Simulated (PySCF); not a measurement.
Structure with atom numbers: `[NH2:1][SiH3:2]` (H(Xn): hydrogen on atom n).

PySCF 2.14.0 with density-fitted response routines calculation with GIAO PBE0/pcSseg-2 shieldings and PBE0-D3(BJ)/def2-TZVP structure; gas phase, averaged over atoms made equivalent by symmetry, fast rotation or ring inversion, one computed conformer, relativity neglected.

Chemical shifts δ = σref − σ; ¹H (31.52 ppm), ²⁹Si (342.20 ppm) against TMS; ¹⁵N (263.78 ppm) vs NH3, all at this level.

| atoms | nucleus | count | δ (ppm) |
| --- | --- | --- | --- |
| H(Si2) | ¹H | 3 | 4.92 |
| N1 | ¹⁵N | 1 | -1.4 |
| H(N1) | ¹H | 2 | ? |
| Si2 | ²⁹Si | 1 | ? |

Problem. Complete the table.

Solution. 
- H(N1): -0.11 ppm, hydrogen on a nitrogen bonded to Si; exchangeable; this is the value without hydrogen bonding to other molecules
- Si2: -54.4 ppm, silicon bonded to N, 3 H

OH/NH shifts are gas-phase values; hydrogen bonding in solution moves them, usually downfield. Experimental scales use liquid or dissolved standards, which lie at an offset from isolated NH3 (liquid NH3: subtract about 20 ppm).
